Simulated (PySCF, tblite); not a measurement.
## A complex of silanol and hydrogen fluoride

A gas-phase complex of silanol and hydrogen fluoride; neutral, singlet. The structure comes from a short search (6 tight-binding starts) and was relaxed by PBE0-D3(BJ)/def2-TZVPD; another way of binding may lie lower. No frequency run checks that it is a minimum.

Parts: 1 = silanol (O[SiH3]), atoms 1–6; 2 = hydrogen fluoride (F), atoms 7–8.

```tsv
atom	part	x (Å)	y (Å)	z (Å)
O1	1	-0.171	-0.408	-1.126
Si2	1	-0.644	-0.383	0.472
H3	1	0.764	-0.489	-1.325
H4	1	-2.112	-0.233	0.434
H5	1	-0.250	-1.648	1.142
H6	1	-0.006	0.758	1.176
F7	2	-1.642	-0.155	-3.279
H8	2	-1.122	-0.248	-2.500
```

```
contact  kind (by geometry)  distance (Å)  angle (°)
H8···O1       hydrogen bond         1.679        179
```

Interaction energies are complex less parts, with the parts frozen as they stand in it; counterpoise-corrected, in kcal/mol (PySCF). The CCSD(T) estimate is Hartree-Fock/aug-cc-pVQZ, plus the MP2 correlation part extrapolated as X⁻³ from aug-cc-pVTZ and aug-cc-pVQZ, plus CCSD(T) less MP2 in aug-cc-pVDZ; noble-gas cores are frozen. It isn't the exact limit.

**Question.** Give the interaction energy at each level run.

**Answer.** 
```
                         level  interaction  superposition error removed
      Hartree-Fock/aug-cc-pVQZ        -7.13                            -
       wB97M-D3(BJ)/def2-TZVPD        -8.21                        -0.09
        PBE0-D3(BJ)/def2-TZVPD        -8.91                        -0.09
               MP2/aug-cc-pVQZ        -8.22                        -0.46
CCSD(T), estimated basis limit        -8.32                            -
```

**Question.** What holds them together? Decompose the wB97M-D3(BJ)/def2-TZVPD energy: frozen parts, their antisymmetrised product, then relaxation.

**Answer.** electrostatic -13.2, Pauli repulsion +13.4, orbital relaxation -7.7, dispersion correction -0.8 kcal/mol, which sum to the value before the counterpoise correction; the Pauli term holds the exchange-correlation of the frozen density too. Of the attraction, 61 % is electrostatic, 36 % is orbital relaxation, 4 % is dispersion correction.

The parts were also relaxed and run alone, at the levels used for the complex: shieldings by PBE0/pcSseg-2; core levels by delta-SCF with SCAN, pcX-2 on the ionised atom and pcseg-1 elsewhere, spin-free X2C (2p3/2 is the spin-free 2p value less a third of a first-order spin-orbit splitting).

**Question.** What does binding change?

**Answer.** 
```json
{"property": "F7–H8 bond (Å)", "alone": "0.921", "in the complex": "0.941", "change": "+0.020"}
{"property": "shielding of H8 (ppm)", "alone": "29.16", "in the complex": "24.41", "change": "-4.75"}
{"property": "shielding of O1 (ppm)", "alone": "324.9", "in the complex": "316.6", "change": "-8.3"}
{"property": "shielding of F7 (ppm)", "alone": "410.5", "in the complex": "400.5", "change": "-10.0"}
{"property": "O1 1s core level (eV)", "alone": "538.86", "in the complex": "539.81", "change": "+0.95"}
{"property": "Si2 2p3/2 core level (eV)", "alone": "107.64", "in the complex": "108.28", "change": "+0.64"}
{"property": "F7 1s core level (eV)", "alone": "694.11", "in the complex": "692.06", "change": "-2.05"}
```

The 5 runs behind this took 3 min in all, one thread each of Intel Xeon 6975P-C on a shared host, launched as `OMP_NUM_THREADS=1 python cluster_run.py task.json out`.
